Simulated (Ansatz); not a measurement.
## How basis sets differ on BH (SMILES [BH])

BH, singlet, SMILES `[BH]`. Each level relaxes the structure for itself.

Each level gives the harmonic wavenumber (cm⁻¹). The values are calculated.

Task: The value from experiment is 2367 cm⁻¹ (Huber and Herzberg, Constants of Diatomic Molecules). From what is known of these methods, estimate their order from the nearest to it to the farthest.
A. HF/STO-3G (Ansatz)
B. HF/3-21G (Ansatz)
C. HF/cc-pVTZ (Ansatz)
D. HF/6-31G* (Cartesian functions) (Ansatz)

Result: B (2457 cm⁻¹, +90), C (2485 cm⁻¹, +118), D (2515 cm⁻¹, +148), A (2937 cm⁻¹, +570).
